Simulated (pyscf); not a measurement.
Thermochemistry of product channels of AsH [triplet] + disilane (H₃Si–SiH₃) on the triplet surface, in kJ/mol, from ωB97M-D3(BJ)/def2-TZVP energies (ideal gas, 1 atm, RRHO with modes under 100 cm⁻¹ raised to 100, one conformer, R ln 2 for chiral ones without a mode under 150 cm⁻¹). Optimised with ωB97X-D3(BJ)/def2-SVP in PySCF.

```csv
products,ΔE,ΔH(298 K),ΔG(298 K),ΔG(900 K)
H₃Si–As: [triplet] + silane (SiH₄),?,-32.5,-31.9,-27.1
AsH₃ + :HSi–SiH₃ [triplet],+136.7,+136.1,+127.0,+110.2
H₃Si–AsH• + silyl (SiH₃•),+66.6,+64.1,+55.4,?
H₃Si–SiH₂–As: [triplet] + hydrogen (H₂),-15.9,-18.0,-16.4,-17.8
H₃Si–AsH₂ + silylene (SiH₂) [triplet],+143.8,+141.2,+133.5,+118.8
cyclic H₅AsSi₂ (SMILES [SiH2]1[SiH2][AsH]1) + H atom (H•) + H atom (H•),+365.6,+340.1,+321.1,+272.7
```

Problem. Some entries are withheld; supply them.

Solution. 
- H₃Si–As: [triplet] + silane (SiH₄), ΔE: -35.7
- H₃Si–AsH• + silyl (SiH₃•), ΔG(900 K): +38.8

These are energies of the channels, which say nothing of barriers. H₃Si–As: [triplet] lies 24.5 kJ/mol over its isomer H₂Si=AsH (electronic energy, ωB97M-D3(BJ)/def2-TZVP). :HSi–SiH₃ [triplet] is an excited spin state, 61.2 kJ/mol over the singlet at ωB97X-D3(BJ)/def2-TZVP. SiH₂ [triplet] is an excited spin state, 91.7 kJ/mol over the singlet at ωB97X-D3(BJ)/def2-TZVP. Elements up to Kr have no core potential and no relativistic terms here.
